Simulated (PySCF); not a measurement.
A side-by-side comparison of computed properties.

First species: C4H8.
Z-matrix (Å and degrees, PBE0-D3(BJ)/def2-TZVP geometry), rows numbered from 1:
```
C 
C   1  1.3290
C   2  1.4955  1  122.19
C   2  1.4955  1  122.16  3  -179.83
H   1  1.0844  2  121.28  3   179.96
H   1  1.0848  2  121.50  3     0.03
H   3  1.0951  2  110.74  1   120.59
H   3  1.0904  2  111.83  1    -0.45
H   3  1.0955  2  110.76  1  -121.50
H   4  1.0908  2  111.81  1    -1.02
H   4  1.0951  2  110.64  1   119.91
H   4  1.0951  2  110.88  1  -122.17
```

Second species: hydrogen isocyanide, CHN.
SMILES: `[C-]#[NH+]`

Levels: CAM-B3LYP/aug-cc-pVTZ for dipole moment, HOMO energy, LUMO energy, HOMO–LUMO gap, static isotropic polarisability and electronic spatial extent ⟨r²⟩ about the centre of nuclear charge; TDDFT CAM-B3LYP/aug-cc-pVTZ for lowest singlet excitation; TDA CAM-B3LYP/aug-cc-pVTZ for lowest triplet excitation (Tamm–Dancoff); PBE0-D3(BJ)/def2-TZVP for smallest rotational constant. Geometries: PBE0-D3(BJ)/def2-TZVP. Each species is one conformer at its optimised geometry, gas phase, non-relativistic unless stated. Electronic properties by PySCF.

Q: Which has the higher HOMO–LUMO gap?

A: The second: 10.86 eV against 8.64 eV, a difference of 2.22 eV.

Q: Which of the two has the higher dipole moment, and by how much?

A: The second: 3.08 D against 0.59 D, a difference of 2.49 D.

Q: Which of the two has the higher smallest rotational constant, and by how much?

A: The second: 45.820 GHz against 4.677 GHz, a difference of 41.143 GHz.

Q: Which of the two has the higher HOMO energy, and by how much?

A: The first: -8.38 eV against -10.77 eV, a difference of 2.39 eV.

Q: Which of the two has the higher static isotropic polarisability, and by how much?

A: The first: 52.6 au against 18.2 au, a difference of 34.4 au.

Q: Which has the higher ⟨r²⟩?

A: The first: 323 bohr² against 49 bohr², a difference of 274 bohr².

Q: Which has the higher LUMO energy?

A: The first: 0.26 eV against 0.09 eV, a difference of 0.17 eV.

Q: Which has the higher S1 energy?

A: The second: 8.14 eV against 6.18 eV, a difference of 1.96 eV.

On the first: Point group C2v permits a dipole; with 0.59 D the species has a pure rotational spectrum. The polarisability is 7.80 Å³ as a volume (1 au = 0.148185 Å³), or 1.64 au for each of the 32 electrons. Geometry: PBE0-D3(BJ)/def2-TZVP; no solvent, vibrations or thermal averaging.

On the second: No computed singlet falls in the visible range (750 to 380 nm, 1.65 to 3.26 eV); S1 lies 4.88 eV above its blue end. The polarisability is 2.70 Å³ as a volume (1 au = 0.148185 Å³), or 1.30 au for each of the 14 electrons. Isolated species at its PBE0-D3(BJ)/def2-TZVP geometry, gas phase.
